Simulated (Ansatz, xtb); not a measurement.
# C4H8O2: 3 structures ranked

3 gas-phase structures of C4H8O2, from a drawn sample of its isomers (lower ones may exist). Each was relaxed with GFN2-xTB:

A. `CO[C@@H]1C[C@H]1O`, a singlet
B. `CO[C@@H]1C[C@@H]1O`, a singlet
C. `COC1(O)CC1`, a singlet

Problem. Estimate their order in r2SCAN-D4/def2-SVP energy at these geometries, lowest first.

Solution. Calculated order at r2SCAN-D4/def2-SVP: C (0.000), B (0.400), A (0.401) eV. Less than 1 kcal/mol parts B and A, so the order within that pair means little.

Energies above the lowest of each column, in eV; the last columns are at PBE-D3(BJ)/def2-SVP geometries:

```tsv
structure	GFN2-xTB	HF/STO-3G	r2SCAN-D4/def2-SVP	PBE-D3(BJ)/def2-SVP	CCSD(T)/def2-SVP + ΔMP2/def2-TZVPP
C	0.000	0.000	0.000	0.000	0.000
B	0.285	0.303	0.400	0.362	0.387
A	0.324	0.299	0.401	0.375	0.364
```

Every level run on C puts it lowest or level with the lowest. CCSD(T)/def2-SVP + ΔMP2/def2-TZVPP orders those it was run on as C (0.000), A (0.364), B (0.387) eV. Less than 1 kcal/mol parts A and B, so the order within that pair means little. Flexible structures stand in one conformer each, not always the lowest. ΔMP2 is the change of the MP2 energy from the smaller to the larger basis.

Programs: Ansatz 0.2.0, xtb 6.7.1.
